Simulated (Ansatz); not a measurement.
All values below come from B3LYP-D3(BJ)/def2-TZVP (Ansatz, an electronic-structure program). No frequencies were computed at this level.

Ansatz 0.2 input:
```yaml
crystal:
  periodic: [false, false, false]
  atoms:
    - { symbol: C, position_ang: [0.567766, -0.000003, -0.000002] }
    - { symbol: N, position_ang: [-0.567766, 0.000003, 0.000002] }
basis:
  gaussian: { orbitals: def2-tzvp }
hamiltonian:
  xc: b3lyp
  dispersion: d3bj
relax:
  max_steps: 150
magnetization:
  spin_polarized: true
  initial_magnetization: 1
```

Output:

```
Functional definition: B3LYP
335 factors; their error is unknown
mean field evaluation 1: about -2519.4794 eV, gradient 3.4e1 eV
mean field evaluation 2: about -2493.7519 eV, gradient 7.9e1 eV
mean field evaluation 4: about -2523.7524 eV, gradient 2.2e0 eV
mean field evaluation 8: about -2523.7776 eV, gradient 1.0e-1 eV
mean field evaluation 16: about -2523.7871 eV, gradient 1.9e-5 eV
mean field -2523.78713972 eV, -92.7474667002 hartree, gradient 1.9e-5 eV, S^2 0.757916; 1 other end points of the search recorded, 0 dependent functions left out
reference -2523.78729710 eV, -92.7474724840 hartree; 7, 6 occupied and 55, 56 virtual orbitals, 335 factors
relax step   1: F+E_penalty+E_count = -2523.81336042 eV  Δ(F+E_penalty+E_count) = +0.000e0 eV  max|allowed force component| = 3.224e0 eV/Å  Δτ_max = 0.0000 Å  (43 SCF iters, accepted)
these checks for a lower state are left out or cut short: starts, cluster_reference, orbital_swaps, neighbouring_geometries, increment
335 factors; their error is unknown
mean field -2523.82890779 eV, -92.7490016486 hartree, gradient 2.0e-5 eV, S^2 0.758225; 0 other end points of the search recorded, 0 dependent functions left out
reference -2523.82906519 eV, -92.7490074329 hartree; 7, 6 occupied and 55, 56 virtual orbitals, 335 factors
relax step   2: F+E_penalty+E_count = -2523.85512559 eV  Δ(F+E_penalty+E_count) = -4.177e-2 eV  max|allowed force component| = 3.915e-3 eV/Å  Δτ_max = 0.0133 Å  (38 SCF iters, accepted)
335 factors; their error is unknown
mean field evaluation 32: about -2523.8289 eV, gradient 2.2e-5 eV
mean field -2523.82890779 eV, -92.7490016486 hartree, gradient 2.2e-5 eV, S^2 0.758225; 2 other end points of the search recorded, 0 dependent functions left out
reference -2523.82906519 eV, -92.7490074329 hartree; 7, 6 occupied and 55, 56 virtual orbitals, 335 factors
Total energy: -2523.85528299 eV, -92.7499709194 hartree
Atom 0 at     0.581095    -0.000003    -0.000002 Å, force     0.003916    -0.000000    -0.000000 eV/Å
Atom 1 at    -0.581095     0.000003     0.000002 Å, force    -0.003916     0.000000     0.000000 eV/Å
Dipole moment:     0.284949    -0.000002    -0.000001 e Å
```

Cost: roughly 2.4 core-seconds.
